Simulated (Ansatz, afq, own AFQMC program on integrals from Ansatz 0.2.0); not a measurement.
# CH4Ge, singlet in 6-31G along one coordinate

```xyz
6

Ge    0.0000    0.0000    0.2739
C     0.0000    0.0000   -1.4947
H     0.0000    1.2853    1.0968
H     0.0000   -1.2853    1.0968
H     0.0000    0.9233   -2.0594
H     0.0000   -0.9233   -2.0594
```

All coordinates are scaled about the centre. Energies in eV count from this geometry (1.000) at the same level; the start stands on RHF, each point on the determinant named.

Basis 6-31G. Only valence electrons are correlated. Integrals, coupled cluster, full CI and functionals: Ansatz 0.2.0; the random walks run on the same integrals in our own AFQMC program. ph-AFQMC/CISD is guided by a CISD state made of CCSD amplitudes; releasing the constraint for a short imaginary time cuts its bias at the price of noise, slowly where states lie close. Uncertainties: one standard error, sampling alone. No spin–orbit coupling.

Cautions, each for one point or more: (Q) is large, so the cluster series hasn't closed; cluster runs in doubt by the program's own checks; higher spins were not checked; inner d shell frozen; no relativity below Rb; no spin-orbit coupling; restricted determinant unstable towards unrestricted; strong correlation; the ph-AFQMC/CISD walk drifts between its halves.

| scale of all distances | det. | T1 | weight | CCSD(T) | ph-AFQMC/CISD | released AFQMC | PBE0 | MP2 |
| --- | --- | --- | --- | --- | --- | --- | --- | --- |
| 0.864 | RHF | 0.011 | 0.91 | 4.148 | 4.135 ± 0.015 | – | 3.517 | 3.974 |
| 1.112 | RHF | 0.016 | 0.83 | 0.821 | 0.817 ± 0.018 | 0.810 ± 0.019* | 1.263 | 1.007 |
| 1.289 | RHF | 0.023 | 0.74 | 4.697 | 4.766 ± 0.036 | 4.730 ± 0.036* | 5.666§ | 5.234 |
| 1.751 | RHF†¶ | 0.047 | 0.61 | 12.626 | 13.014 ± 0.047 | – | – | 14.864 |
| 2.034 | RHF†¶ | 0.072 | 0.42 | 14.123 | 15.409 ± 0.047 | – | – | 18.034 |

Weight is that of the determinant in the CISD state; at the start T1 is 0.013 and the weight 0.87. ¶ marks points with a poor determinant and no full CI, where no value is sure; they don't count among the departures. An asterisk marks released energies that aren't shown to be converged. A dagger marks points whose determinant fills other symmetries than the start's, so the wave-function levels may follow another state there, or a degenerate partner. A dash marks a missing value, a released energy that hasn't settled or a functional that sits on another state. § marks a functional whose ⟨S²⟩ is too high by over 0.1. Largest departures from phaseless AFQMC with a CISD trial: CCSD(T) -0.069 eV at 1.289 (on RHF) (within the noise), PBE0 -0.618 eV at 0.864, MP2 0.468 eV at 1.289 (on RHF). The walk's constraint bias lies outside its error bars, so these are departures and not errors. Functionals count only at points shown to share the start's state and spin. In this small basis the wave-function levels are far from their limit, so their gap to the functionals isn't the functionals' error.

Some points may be missing: those where a free walk finds a much lower state, and past Zn most of those on another determinant than at the start.

A walk keeps the symmetry of its determinant, which the program's search chose and which needn't be the lowest solution, so a lower state of the same spin and another symmetry isn't excluded.
